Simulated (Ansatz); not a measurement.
# HSiC, doublet: reading a ladder of total energies

Geometry: that of the HSiC, quartet, kept fixed.

```xyz
3

Si    0.0000   -0.0832    0.5272
C     0.0000    0.0762   -1.3058
H     0.0000    1.4109    0.8685
```

Basis cc-pVDZ; Ansatz 0.2.0. Only valence electrons are correlated (noble-gas cores frozen), which leaves 9 electrons in 31 orbitals. R marks a restricted (for open shells ROHF) determinant.

Full CI isn't at hand for all of this; RCCSDTQ serves as the reference, and is uncertain by about the last step of the cluster series.

The cluster runs stand on a determinant 0.57 eV above the lowest RHF solution, chosen by trial CCSD; the correlation energy below is counted from it.

Runs differ by some tens of microhartree through their thresholds and, for an open shell, their frozen cores, so steps under 0.03 kcal/mol mean nothing.

```
                                 level  total energy (hartree)
RHF determinant under the cluster runs             -327.141055
                                 RCCSD             -327.374269
                              RCCSD(T)             -327.390880
                                RCCSDT             -327.393020
                             RCCSDT(Q)             -327.395372
                               RCCSDTQ             -327.394853
```

Question: What is the correlation energy at RCCSDTQ, and what share of it do RMP2 and RCCSD(T) recover?

Answer: E(corr) = -327.394853 − (-327.141055) = -0.253798 hartree = -6.906 eV. RCCSD: -0.233214 / -0.253798 = 91.89 %. RCCSD(T): -0.249825 / -0.253798 = 98.43 %.

Question: By how many kcal/mol does RCCSD(T) miss RCCSDTQ (1 hartree = 627.509 kcal/mol), and which steps make up the rest?

Answer: -327.390880 − (-327.394853) = 0.003973 hartree = 2.49 kcal/mol. Steps: RCCSDT − RCCSD(T) = -1.34, RCCSDT(Q) − RCCSDT = -1.48, RCCSDTQ − RCCSDT(Q) = 0.33 kcal/mol. Differences between like states or geometries often cancel part of this.
